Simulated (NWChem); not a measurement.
CHO, doublet; SMILES [CH]=O

Computed with NWChem. Spin-unrestricted. In the optimisation the excess spin sits in a' (Cs, its own frame). No stability test was run on the SCF state. Level UHF/def2-SVP: optimisations from one semi-empirical or force-field start; each run changes one setting, and all end within 0.3 mHa of each other.

| setting | optimisation steps |
|---|---|
| redundant internal coordinates, default thresholds | 3 |
| tight thresholds | 5 |
| Cartesian coordinates | 4 |
| symmetry off | 3 |
| no line search | 4 |
